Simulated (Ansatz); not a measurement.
# BClH6Si (built from SMILES BCl.[SiH4]): a reaction path by the nudged elastic band

Aim: the minimum-energy path between two given structures and its highest point. Both ends were relaxed at PBE0-D4 in triple zeta. A second band with other settings follows.

Program: Ansatz 0.2.0, Gaussian basis. Level of theory: PBE0-D4/def2-SVP. These are calculated values, not measurements.

22 further runs of the same task are left out: 22 set aside as unsound or not needed.

**1. The system as given**

The first end: 9 atoms, charge 0, spin multiplicity 1.

Atoms are counted from 1 here; the program's logs count them from 0.

Bond lengths: B1–Cl2 1.807 Å, B1–H3 1.218 Å, B1–H4 1.196 Å, B1–H5 1.327 Å, H5–Si6 1.614 Å, Si6–H7 1.477 Å, Si6–H8 1.489 Å, Si6–H9 1.474 Å. Angles: Cl2–B1–H3 114.3°, Cl2–B1–H4 118.4°, Cl2–B1–H5 106.5°, H3–B1–H4 111.2°, H3–B1–H5 109.9°, H4–B1–H5 94.4°, B1–H5–Si6 98.3°, H5–Si6–H7 108.6°, H5–Si6–H8 89.6°, H5–Si6–H9 121.0°, H7–Si6–H8 109.4°, H7–Si6–H9 115.9°, H8–Si6–H9 108.8°.

Geometry (Å):

```
B    -1.0046   -0.4352   -0.3495
Cl   -1.5860    0.5425   -1.7540
H    -0.0783   -1.1821   -0.6082
H    -1.8170   -0.9777    0.3410
H    -0.6380    0.4315    0.5861
Si    0.9603    0.3303    0.3858
H     1.4644   -0.8054    1.1834
H     1.1275    1.5918    1.1588
H     1.5717    0.5040   -0.9436
```

The second end:

```xyz
9
BClH6Si
B    -0.7078   -0.8177   -0.0013
Cl   -1.6553    0.7523   -1.1896
H    -0.5713   -1.6383   -0.8633
H    -1.6248   -0.9768    0.7541
H    -0.5953    1.2726   -1.7026
Si    0.9371    0.1456    0.6420
H     1.9576   -0.7926    1.1909
H     0.6768    1.1881    1.6765
H     1.5830    0.8666   -0.5068
```

**2. The band at PBE0-D4/def2-SVP**

Contents of neb/in.yaml:

```yaml
crystal:
  periodic: [false, false, false]
  atoms:
    - {symbol: B, position_ang: [-1.004611, -0.435217, -0.349466]}
    - {symbol: Cl, position_ang: [-1.586016, 0.542534, -1.753980]}
    - {symbol: H, position_ang: [-0.078282, -1.182059, -0.608224]}
    - {symbol: H, position_ang: [-1.816969, -0.977734, 0.341047]}
    - {symbol: H, position_ang: [-0.638029, 0.431529, 0.586068]}
    - {symbol: Si, position_ang: [0.960276, 0.330301, 0.385834]}
    - {symbol: H, position_ang: [1.464371, -0.805392, 1.183443]}
    - {symbol: H, position_ang: [1.127547, 1.591804, 1.158779]}
    - {symbol: H, position_ang: [1.571713, 0.504036, -0.943600]}
basis:
  gaussian: {orbitals: def2-SVP}
hamiltonian: {xc: pbe0, dispersion: d4}
neb:
  images: 5
  climbing: true
  max_iterations: 40
  initial_path: idpp
  final_atoms:
    - {symbol: B, position_ang: [-0.707835, -0.817700, -0.001304]}
    - {symbol: Cl, position_ang: [-1.655254, 0.752287, -1.189633]}
    - {symbol: H, position_ang: [-0.571273, -1.638292, -0.863269]}
    - {symbol: H, position_ang: [-1.624830, -0.976825, 0.754144]}
    - {symbol: H, position_ang: [-0.595267, 1.272596, -1.702620]}
    - {symbol: Si, position_ang: [0.937085, 0.145591, 0.642019]}
    - {symbol: H, position_ang: [1.957580, -0.792582, 1.190891]}
    - {symbol: H, position_ang: [0.676807, 1.188096, 1.676475]}
    - {symbol: H, position_ang: [1.582986, 0.866627, -0.506802]}
```

On the command line:

```sh
ansatz run in.yaml --threads 2 --pin off --events-out ev --progress --plain --max-ram 4352MiB
```

The program printed, cut to the lines that bear on the results:

```text
Functional definition: PBE0
  name "PBE0"
  cite "Adamo & Barone, J. Chem. Phys. 110, 6158 (1999) doi:10.1063/1.478522"
  cite "Perdew, Burke & Ernzerhof, Phys. Rev. Lett. 77, 3865 (1996) doi:10.1103/PhysRevLett.77.3865"
  parent pbe
[...]
836 factors; integrals over basis functions are off by at most 4.7e-4 eV
[...]
mean field -21158.62393263 eV, -777.5650876938 hartree, gradient 2.6e-5 eV, S^2 0.000000; 0 other end points of the search recorded, 0 dependent functions left out
[...]
reference -21158.62395704 eV, -777.5650885908 hartree; 21, 21 occupied and 59, 59 virtual orbitals, 836 factors
[... from here to the last solve, the lines of the solves are left out (192 solves) ...]
WARN: NEB end point (image 0): max|allowed force component| = 2.109e-1 eV/Å (the criterion of neb.relax_end_points is 1.000e-2). That is over neb.f_tol: it is no minimum, so the barrier can be far off. Relax it first
WARN: NEB end point (image 6): max|allowed force component| = 2.663e-1 eV/Å (the criterion of neb.relax_end_points is 1.000e-2). That is over neb.f_tol: it is no minimum, so the barrier can be far off. Relax it first
NEB iter   1: max|band force component| = 3.190e0 eV/Å  barrier→ = 2.8416 eV  barrier← = 1.7757 eV  Δτ_max = 0.2000 Å  (173 SCF iters)
[...]
NEB iter   6: max|band force component| = 4.536e-1 eV/Å  barrier→ = 1.3278 eV  barrier← = 0.2620 eV  CI = image 4  Δτ_max = 0.2000 Å  (135 SCF iters)
[...]
NEB iter  11: max|band force component| = 1.360e-1 eV/Å  barrier→ = 1.4025 eV  barrier← = 0.3366 eV  CI = image 4  Δτ_max = 0.1990 Å  (130 SCF iters)
[...]
NEB iter  16: max|band force component| = 1.138e-1 eV/Å  barrier→ = 1.3960 eV  barrier← = 0.3301 eV  CI = image 4  Δτ_max = 0.0499 Å  (128 SCF iters)
[...]
NEB iter  20: max|band force component| = 6.821e-2 eV/Å  barrier→ = 1.3955 eV  barrier← = 0.3297 eV  CI = image 4  Δτ_max = 0.0993 Å  (119 SCF iters)
[...]
NEB iter  21: max|band force component| = 4.686e-2 eV/Å  barrier→ = 1.3955 eV  barrier← = 0.3297 eV  CI = image 4  CI's point: of a kind that is not told: the force calls were inconclusive, a negative curvature could not be distinguished from the path's own, the only one lies far off the [...]
Total energy: -21157.36996996 eV, -777.5190054155 hartree
Atom 0 at    -0.691065    -0.708209    -0.236051 Å, force    -0.001203    -0.000149     0.001933 eV/Å
Atom 1 at    -1.853945     0.897929    -1.401022 Å, force     0.002168    -0.001356     0.000496 eV/Å
Atom 2 at    -0.437021    -1.455030    -1.145696 Å, force     0.001214     0.000152    -0.000519 eV/Å
Atom 3 at    -1.519288    -0.974051     0.596585 Å, force    -0.000125     0.000710    -0.000306 eV/Å
Atom 4 at    -0.692633     0.878273    -0.674856 Å, force    -0.001927     0.001047    -0.000680 eV/Å
Atom 5 at     0.968919     0.227267     0.540242 Å, force    -0.000515     0.000531    -0.000777 eV/Å
Atom 6 at     1.589100    -0.933365     1.257318 Å, force    -0.000108    -0.000635    -0.000529 eV/Å
Atom 7 at     0.692094     1.315112     1.529294 Å, force     0.000585    -0.000383     0.000361 eV/Å
Atom 8 at     1.943838     0.751876    -0.465913 Å, force    -0.000087     0.000084     0.000020 eV/Å
Dipole moment:     0.045607     0.119467    -0.004813 e Å
```

It took 2.2 min on 2 threads of Intel Xeon 6975P-C, shared host.

The last band:

| image | path (Å) | energy (kJ/mol) | B1–Si6 (Å) | Cl2–H5 (Å) | B1–Cl2 (Å) | H5–Si6 (Å) |
| --- | --- | --- | --- | --- | --- | --- |
| 0 | 0.00 | 0.0 | 2.23 | 2.53 | 1.81 | 1.61 |
| 1 | 0.74 | 4.9 | 2.44 | 2.49 | 1.80 | 1.56 |
| 2 | 1.48 | 11.0 | 2.61 | 2.42 | 1.79 | 1.53 |
| 3 | 2.22 | 52.1 | 2.31 | 1.98 | 1.90 | 1.63 |
| 4 | 2.96 | 134.6 | 2.06 | 1.37 | 2.30 | 2.16 |
| 5 | 4.94 | 106.7 | 2.02 | 1.29 | 2.35 | 4.05 |
| 6 | 6.93 | 102.8 | 2.01 | 1.29 | 2.19 | 3.02 |

The highest image, 4:

```xyz
9

B    -0.6911   -0.7082   -0.2361
Cl   -1.8539    0.8979   -1.4010
H    -0.4370   -1.4550   -1.1457
H    -1.5193   -0.9741    0.5966
H    -0.6926    0.8783   -0.6749
Si    0.9689    0.2273    0.5402
H     1.5891   -0.9334    1.2573
H     0.6921    1.3151    1.5293
H     1.9438    0.7519   -0.4659
```

**3. The band at SPW92/def2-SVP, other settings**

Changes to neb/in.yaml since step 2:

```diff
@@ -14,3 +14,3 @@
   gaussian: {orbitals: def2-SVP}
-hamiltonian: {xc: pbe0, dispersion: d4}
+hamiltonian: {xc: lda}
 neb:
@@ -18,4 +18,5 @@
   climbing: true
-  max_iterations: 40
+  max_iterations: 25
   initial_path: idpp
+  spring: 1.0
   final_atoms:
```

On the command line:

```sh
ansatz run in.yaml --threads 2 --pin off --events-out ev --progress --plain --max-ram 4352MiB
```

The program printed:

```text
Functional definition: SPW92
  name "SPW92"
  cite "Dirac, Proc. Camb. Phil. Soc. 26, 376 (1930) doi:10.1017/S0305004100016108"
  cite "Slater, Phys. Rev. 81, 385 (1951) doi:10.1103/PhysRev.81.385"
  cite "Perdew & Wang, Phys. Rev. B 45, 13244 (1992) doi:10.1103/PhysRevB.45.13244"
  exchange = slater_x
  correlation = pw_c
893 factors; their error is unknown
mean field evaluation 1: about -21082.5654 eV, gradient 2.9e1 eV
mean field evaluation 2: about -21080.3706 eV, gradient 3.9e1 eV
mean field evaluation 4: about -21085.5507 eV, gradient 1.1e0 eV
mean field evaluation 8: about -21085.5025 eV, gradient 1.8e-2 eV
mean field -21085.50246227 eV, -774.8779232215 hartree, gradient 4.9e-5 eV, S^2 0.000000; 0 other end points of the search recorded, 0 dependent functions left out
the calculation of the forces begins
reference -21085.50249314 eV, -774.8779243560 hartree; 21, 21 occupied and 59, 59 virtual orbitals, 893 factors
[... from here to the last solve, the lines of the solves are left out (131 solves) ...]
WARN: NEB end point (image 0): max|allowed force component| = 6.613e-1 eV/Å (the criterion of neb.relax_end_points is 1.000e-2). That is over neb.f_tol: it is no minimum, so the barrier can be far off. Relax it first
WARN: NEB end point (image 6): max|allowed force component| = 7.069e-1 eV/Å (the criterion of neb.relax_end_points is 1.000e-2). That is over neb.f_tol: it is no minimum, so the barrier can be far off. Relax it first
NEB iter   1: max|band force component| = 2.870e0 eV/Å  barrier→ = 2.4602 eV  barrier← = 1.3071 eV  Δτ_max = 0.2000 Å  (176 SCF iters)
NEB iter   2: max|band force component| = 1.821e0 eV/Å  barrier→ = 1.5979 eV  barrier← = 0.4448 eV  Δτ_max = 0.2000 Å  (149 SCF iters)
NEB iter   3: max|band force component| = 4.584e0 eV/Å  barrier→ = 1.7155 eV  barrier← = 0.5624 eV  Δτ_max = 0.1015 Å  (137 SCF iters)
NEB iter   4: max|band force component| = 7.952e-1 eV/Å  barrier→ = 1.3622 eV  barrier← = 0.2091 eV  Δτ_max = 0.2000 Å  (133 SCF iters)
NEB iter   5: max|band force component| = 9.085e-1 eV/Å  barrier→ = 1.3481 eV  barrier← = 0.1950 eV  Δτ_max = 0.1016 Å  (135 SCF iters)
NEB iter   6: max|band force component| = 5.825e-1 eV/Å  barrier→ = 1.3258 eV  barrier← = 0.1727 eV  Δτ_max = 0.1010 Å  (131 SCF iters)
NEB iter   7: max|band force component| = 3.710e-1 eV/Å  barrier→ = 1.3086 eV  barrier← = 0.1555 eV  CI = image 4  Δτ_max = 0.0988 Å  (130 SCF iters)
NEB iter   8: max|band force component| = 2.983e-1 eV/Å  barrier→ = 1.3266 eV  barrier← = 0.1735 eV  CI = image 4  Δτ_max = 0.0987 Å  (131 SCF iters)
NEB iter   9: max|band force component| = 2.074e-1 eV/Å  barrier→ = 1.3228 eV  barrier← = 0.1697 eV  CI = image 4  Δτ_max = 0.1009 Å  (131 SCF iters)
NEB iter  10: max|band force component| = 1.386e-1 eV/Å  barrier→ = 1.3161 eV  barrier← = 0.1630 eV  CI = image 4  Δτ_max = 0.2000 Å  (131 SCF iters)
NEB iter  11: max|band force component| = 2.056e-1 eV/Å  barrier→ = 1.3016 eV  barrier← = 0.1485 eV  CI = image 4  Δτ_max = 0.1010 Å  (129 SCF iters)
NEB iter  12: max|band force component| = 2.477e-1 eV/Å  barrier→ = 1.2962 eV  barrier← = 0.1431 eV  CI = image 4  Δτ_max = 0.1031 Å  (128 SCF iters)
NEB iter  13: max|band force component| = 1.861e-1 eV/Å  barrier→ = 1.2905 eV  barrier← = 0.1374 eV  CI = image 4  Δτ_max = 0.0831 Å  (129 SCF iters)
NEB iter  14: max|band force component| = 9.730e-2 eV/Å  barrier→ = 1.2828 eV  barrier← = 0.1297 eV  CI = image 4  Δτ_max = 0.0345 Å  (130 SCF iters)
NEB iter  15: max|band force component| = 8.265e-2 eV/Å  barrier→ = 1.2798 eV  barrier← = 0.1267 eV  CI = image 4  Δτ_max = 0.0441 Å  (132 SCF iters)
NEB iter  16: max|band force component| = 6.107e-2 eV/Å  barrier→ = 1.2769 eV  barrier← = 0.1238 eV  CI = image 4  Δτ_max = 0.0781 Å  (131 SCF iters)
NEB iter  17: max|band force component| = 9.710e-2 eV/Å  barrier→ = 1.2745 eV  barrier← = 0.1214 eV  CI = image 4  Δτ_max = 0.0386 Å  (129 SCF iters)
893 factors; their error is unknown
mean field -21084.21543363 eV, -774.8306257915 hartree, gradient 2.6e-6 eV, S^2 0.000000; 0 other end points of the search recorded, 0 dependent functions left out
the calculation of the forces begins
reference -21084.21546482 eV, -774.8306269377 hartree; 21, 21 occupied and 59, 59 virtual orbitals, 893 factors
NEB iter  18: max|band force component| = 4.234e-2 eV/Å  barrier→ = 1.2730 eV  barrier← = 0.1199 eV  CI = image 4  CI's point: of a kind that is not told: the force calls were inconclusive, a negative curvature could not be distinguished from the path's own, the only one lies far off the path, or fixed occupations may fill a level only in part  Δτ_max = 0.0000 Å  (1008 SCF iters)
Total energy: -21084.22948760 eV, -774.8311422654 hartree
Atom 0 at    -0.820673    -0.673964    -0.175655 Å, force     0.001342     0.005470     0.016323 eV/Å
Atom 1 at    -1.545970     0.787987    -1.507666 Å, force    -0.004627    -0.003744    -0.015273 eV/Å
Atom 2 at    -0.558564    -1.599523    -0.921833 Å, force    -0.003684    -0.002468    -0.000239 eV/Å
Atom 3 at    -1.709048    -0.791288     0.647970 Å, force    -0.003153     0.002047    -0.005134 eV/Å
Atom 4 at    -0.266110     0.795281    -0.911571 Å, force     0.003850    -0.002578     0.007672 eV/Å
Atom 5 at     0.864881     0.172574     0.608647 Å, force     0.008528     0.003791    -0.007433 eV/Å
Atom 6 at     1.957656    -0.848037     0.784478 Å, force     0.000504     0.001565    -0.006123 eV/Å
Atom 7 at     0.663798     0.965917     1.872004 Å, force    -0.000318    -0.005721     0.003405 eV/Å
Atom 8 at     1.414031     1.190855    -0.396473 Å, force    -0.002442     0.001639     0.006802 eV/Å
Dipole moment:     0.069863     0.186708    -0.074066 e Å
```

Wall time 43 s (2 threads of Intel Xeon 6975P-C, shared host).

The last band:

| image | path (Å) | energy (kJ/mol) | B1–Si6 (Å) | Cl2–H5 (Å) | B1–Cl2 (Å) | H5–Si6 (Å) |
| --- | --- | --- | --- | --- | --- | --- |
| 0 | 0.00 | 0.0 | 2.23 | 2.53 | 1.81 | 1.61 |
| 1 | 1.17 | 11.9 | 2.32 | 2.39 | 1.79 | 1.58 |
| 2 | 2.34 | 19.4 | 2.42 | 2.38 | 1.79 | 1.57 |
| 3 | 3.50 | 27.0 | 2.32 | 2.20 | 1.82 | 1.58 |
| 4 | 4.67 | 122.8 | 2.04 | 1.41 | 2.11 | 1.99 |
| 5 | 5.62 | 98.1 | 2.00 | 1.39 | 2.03 | 2.28 |
| 6 | 6.57 | 111.3 | 2.01 | 1.29 | 2.19 | 3.02 |

The highest image, 4:

```
B    -0.82067   -0.67396   -0.17566
Cl   -1.54597    0.78799   -1.50767
H    -0.55856   -1.59952   -0.92183
H    -1.70905   -0.79129    0.64797
H    -0.26611    0.79528   -0.91157
Si    0.86488    0.17257    0.60865
H     1.95766   -0.84804    0.78448
H     0.66380    0.96592    1.87200
H     1.41403    1.19085   -0.39647
```

**4. Summary of results**

| quantity | value |
| --- | --- |
| PBE0-D4/def2-SVP, 21 iterations | highest 134.6 kJ/mol (image 4), last end +102.8 kJ/mol |
| SPW92/def2-SVP, 18 iterations | highest 122.8 kJ/mol (image 4), last end +111.3 kJ/mol |
| from earlier runs: barrier over the separately found saddle, CCSD(T)/def2-TZVPP | 136.9 kJ/mol |

In words: The highest image lies 134.6 kJ/mol above the first end, and it climbed, so it estimates the saddle. The ends are not quite minima at this level (largest force component 0.27 eV/Å), so the heights are unreliable: relaxing the first end would lower it and raise the barrier above it. The highest image is 2.3 kJ/mol below the CCSD(T) barrier in triple zeta, which comes from separate runs on the saddle. The second band's highest image lies at 122.8 kJ/mol; the levels differ.
